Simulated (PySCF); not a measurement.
**The bond of PH, level by level**

The task here is to estimate one member of a computed series from the others.

Method: P x2c-TZVPPall, H x2c-TZVPPall, spin-free X2C with a Gaussian nucleus; program: PySCF 2.14.0.

The first run:

The job is set up so:

```
atoms                         : P, H
charge                        : 0
basis                         : P x2c-TZVPPall, H x2c-TZVPPall
Hamiltonian                   : spin-free X2C with a Gaussian nucleus
basis functions               : 56
electrons treated             : 16
masses in u                   : 30.9738, 1.0078
levels                        : PBE0, PBE, r²SCAN, BHandHLYP, M06-2X, PBEsol, revPBE, CAM-B3LYP, HF, MP2, SCS-MP2, CCSD, CCSD(T)
grid                          : 80 radial by 434 angular points
occupations                   : held fixed by the projection of orbital angular momentum
dissociation limit            : P + H, each in its ground configuration
starting distance in angstrom : 1.385
values of 2S to try           : 0, 2, 4
```

Among the steps run: Input; PBE0 along the bond; Other states along the same grid; PBE (GGA); r²SCAN; BHandHLYP (global hybrid GGA); M06-2X; PBEsol; revPBE; CAM-B3LYP (range-separated hybrid); UHF; Correlated methods on the Hartree–Fock reference.

One table of the session follows, with a row left open; its other results are not shown here.

| level | Re (Å) | ωe (cm⁻¹) | De (eV) |
| --- | --- | --- | --- |
| UHF | 1.412 | 2489 | 2.24 |
| UHF-MP2 | 1.416 | 2434 | 2.87 |
| UHF-SCS-MP2 | 1.418 | 2420 | 3.01 |
| UHF-CCSD | 1.422 | 2377 | 3.04 |
| UHF-CCSD(T) | 1.425 | 2359 | 3.06 |
| PBE | 1.440 | 2282 | 3.24 |
| PBEsol | 1.443 | 2279 | 3.36 |
| revPBE | 1.441 | 2279 | 3.19 |
| r²SCAN | ? | ? | ? |
| PBE0 | 1.428 | 2368 | 3.20 |
| BHandHLYP | 1.416 | 2426 | 3.27 |
| M06-2X | 1.417 | 2419 | 3.30 |
| CAM-B3LYP | 1.423 | 2382 | 3.32 |

Estimate the missing values for r²SCAN.

As computed: Re (Å): 1.427; ωe (cm⁻¹): 2357; De (eV): 3.26. In the column «Re (Å)» it lies between UHF-CCSD(T) (1.425) and PBE0 (1.428).
